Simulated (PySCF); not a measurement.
**Do core-level shifts follow atomic charges?**

C₃H₃ClO₂.
Numbering: `[O:1]=[C:2]([OH:3])/[CH:4]=[CH:5]\[Cl:6]`

Binding energies: delta-SCF UKS SCAN, pcX-2 on the ionised atom, pcseg-1 elsewhere, spin-free X2C in PySCF. Charges: PBE0/pcSseg-1 ground-state density, for the ionised atom.

| atom | environment | C 1s (eV) | Mulliken (e) | IAO (e) | Hirshfeld (e) | ESP (e) |
| --- | --- | --- | --- | --- | --- | --- |
| C4 | alkene CH carbon | 291.36 | -0.189 | -0.224 | -0.070 | -0.207 |
| C5 | vinylic C–Cl carbon | 292.75 | -0.057 | -0.128 | -0.003 | -0.193 |
| C2 | carboxylic acid carbon | 294.95 | +0.486 | +0.521 | +0.200 | +0.725 |

**Question.** How well does each charge scheme correlate with the binding energies over these sites?

**Answer.** Hirshfeld: r = 0.99, slope 12.7 eV per e; Mulliken: r = 0.98, slope 4.9 eV per e; IAO: r = 0.96, slope 4.3 eV per e; ESP: r = 0.93, slope 3.1 eV per e. On 3 points no scheme stands out.

**Question.** The point-charge model writes a binding energy as kq + V + constant, with V the potential of the other atoms' charges at the site. What does it give with the Mulliken charges?

**Answer.** V = Σ 14.40 eV Å × q/r over all other atoms: +3.47 eV at C4, +1.20 eV at C5, -7.47 eV at C2. Fitting binding energy − V to q gives k = 21.1 eV per e and leaves an rms residual of 0.36 eV, against 0.30 eV for the fit on q alone. The model has no term for differences in relaxation between sites.

The structure is a single PBE0-D3(BJ)/def2-SVP conformer in the gas phase; no vibrational or solvent corrections.

The values belong to the conformer `[O:1]=[C:2]([OH:3])/[CH:4]=[CH:5]\[Cl:6]`: O1–C2–C4–C5 175°, H–O3–C2–O1 0°.
